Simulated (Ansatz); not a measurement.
Consider the isomerisation: `CC1O/C1=C/F` → `C#COC(C)F`.

Computed with Ansatz on PBE0-D4/def2-TZVP structures; ΔE is electronic, products minus reactants. CCSD(T)/CBS adds triple-zeta CCSD(T) − MP2 to the extrapolated MP2 energy (def2 sets, frozen cores). Functionals use def2-TZVPP. B3LYP here is the variant with VWN-RPA as its local correlation; programs differ in this. One conformer a species, not always the lowest.

`CC1O/C1=C/F`:

Cartesian coordinates in Å:
```
C 1.090 -1.138 -0.434
C 0.388 -0.346 0.617
O 0.776 1.066 0.745
C -0.466 0.756 0.310
C -1.547 1.380 -0.096
F -2.635 0.688 -0.475
H 2.081 -1.440 -0.089
H 1.192 -0.556 -1.350
H 0.518 -2.042 -0.657
H 0.258 -0.824 1.586
H -1.655 2.455 -0.157
```

`C#COC(C)F`:

```xyz
11

C     0.355   -1.654    1.946
C     0.701   -0.731    1.263
O     1.083    0.272    0.542
C     0.506    0.322   -0.769
C    -0.895    0.849   -0.727
F     1.313    1.160   -1.458
H     0.068   -2.471    2.563
H     0.585   -0.678   -1.209
H    -1.303    0.890   -1.737
H    -0.895    1.850   -0.294
H    -1.519    0.192   -0.119
```

Question: Is it downhill or uphill in electronic energy at CCSD(T)/CBS, and by how much? (Estimate.)

Answer: The calculation gave: Uphill: ΔE = +3.1 kJ/mol.

Question: What do these levels give: ωB97X-V, B2PLYP, PBE0, B3LYP, SCS-MP2/def2-TZVPP, CCSD/def2-TZVPP? (Estimate.)

Answer: Ansatz gave: ωB97X-V 19.5, B2PLYP 3.9, PBE0 28.6, B3LYP 11.2, SCS-MP2/def2-TZVPP -0.9, CCSD/def2-TZVPP 1.4 kJ/mol.

Largest T1 diagnostic among the species: 0.013.

From PBE to PBE0 (25 % exact exchange), in def2-TZVPP and without D4, ΔE moves by −7.0 kJ/mol. In def2-TZVPP, CCSD(T) changes the Hartree–Fock value by +23.8 kJ/mol (the triples alone add +2.9 kJ/mol) and MP2 by +19.7 kJ/mol.
